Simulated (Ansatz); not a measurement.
Cuprite Ag2O, treated with PBE0 in Ansatz (plane waves, PAW).

Settings: plane-wave cutoff 460 eV, 6×6×6 k mesh, Fermi–Dirac smearing 0.01 eV, no spin polarisation, scalar-relativistic PAW data made under PBE.

The direct gap at Γ against volume; x = 100 ln(V/18.179 Å³). One gap is withheld.

| V (Å³/atom) | x | gap (eV) |
|---|---|---|
| 17.468 | -3.99 | ? |
| 17.836 | -1.90 | 1.864 |
| 18.179 | 0.00 | 1.832 |
| 18.751 | 3.10 | 1.785 |
| 19.208 | 5.51 | 1.752 |

Q: Fit a straight line to the rows shown, give the volume deformation potential and predict the withheld gap.

A: Means of the 4 rows: x̄ = 1.677, ȳ = 1.8082 eV. Σ(x − x̄)(y − ȳ) = -0.4879 and Σ(x − x̄)² = 32.324, so the slope is -0.0151 eV per unit of x, and dE_g/d ln V = -1.5 eV. At x = -3.99: 1.8082 + (-0.0151) × (-3.99 − (1.677)) = 1.894 eV. The run gives 1.900 eV, 0.006 eV above the line, as the curve bends the same way over all rows.

Measured, for comparison: band gap 1.2 eV (temperature not stated, no zero-point or thermal correction, photoconductivity; as tabulated in He and Franchini (2017), arXiv:1706.08159).

Spin–orbit coupling is not included.

Ansatz is an electronic-structure program.
